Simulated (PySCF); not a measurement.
Compound: 1,2-dimethoxyethane, C₄H₁₀O₂.
Bonds: C1–O2, O2–C3, C3–C4, C4–O5, O5–C6. Hydrogens: H7, H8, H9 on C1; H10, H11 on C3; H12, H13 on C4; H14, H15, H16 on C6.

Torsions of this conformer, `[CH3:1][O:2][CH2:3][CH2:4][O:5][CH3:6]`: C1–O2–C3–C4 -179°, O2–C3–C4–O5 176°, C3–C4–O5–C6 79°.

The closed-shell ground state was solved at several levels (PySCF, density fitting, gas phase, non-relativistic). Isolated species at its PBE0-D3(BJ)/def2-TZVP geometry (one conformer only).

| level | basis functions | total energy (Eh) | HOMO (eV) | LUMO (eV) | gap (eV) | dipole (D) |
| --- | --- | --- | --- | --- | --- | --- |
| PBE0/pcSseg-2 | 356 | -308.6199 | -7.42 | 0.63 | 8.05 | 1.69 |
| wB97X-D/pcSseg-2 | 356 | -308.8786 | -9.33 | 2.31 | 11.64 | 1.74 |
| B97-2/pcSseg-2 | 356 | -308.8648 | -7.15 | 0.67 | 7.82 | 1.68 |

(1) What might KT3/pcSseg-2 (356 basis functions) give for the same quantities?

(2) Over all these levels, which gives the widest orbital gap and which the narrowest?

(3) In the pcSseg-2 basis, how does the gap go with the fixed share of exact exchange?

(4) How far do the dipole and the HOMO energy spread over the levels?

Answers

(1) Total energy -313.5032 Eh, HOMO -6.05 eV, LUMO -0.23 eV, gap 5.82 eV, dipole 1.54 D.

(2) wB97X-D/pcSseg-2 (range-separated hybrid) has the widest, 11.64 eV, and KT3/pcSseg-2 (GGA) the narrowest, 5.82 eV. From the narrowest to the widest the HOMO moves by -3.28 eV and the LUMO by +2.54 eV.

(3) KT3 (0 %) 5.82 eV; B97-2 (21 %) 7.82 eV; PBE0 (25 %) 8.05 eV. Each rise in the share widens the gap here.

(4) The dipole runs from 1.54 to 1.74 D (mean 1.66 D) and the HOMO from -9.33 to -6.05 eV.

Note: wB97X-D ran without an empirical dispersion term, which enters the total energy and its gradient alone.
